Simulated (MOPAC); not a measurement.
MOPAC input (MNDO):

```
MNDO 1SCF UHF MS=0.5 GEO-OK AUX(PRECISION=9) THREADS=1
C4H5

C     0.61723220 1    1.81496136 1   -0.01180263 1
C     0.63017707 1    0.50244316 1   -0.00264856 1
C    -0.56023880 1   -0.34796635 1    0.00166745 1
C    -0.51540923 1   -1.68016968 1    0.01100151 1
H    -0.10835360 1    2.61332352 1   -0.01833770 1
H     1.58697970 1   -0.01948594 1    0.00227373 1
H    -1.51868680 1    0.16047769 1   -0.00316319 1
H     0.42761727 1   -2.21403873 1    0.01598836 1
H    -1.41812403 1   -2.27588747 1    0.01393218 1
```

What heat of formation does the run end on, and which ionisation energy by Koopmans theorem?

76.16 kcal/mol; 9.51 eV.

The determinant is spin-contaminated: <S^2> is 1.22 against 0.75 for a pure state.
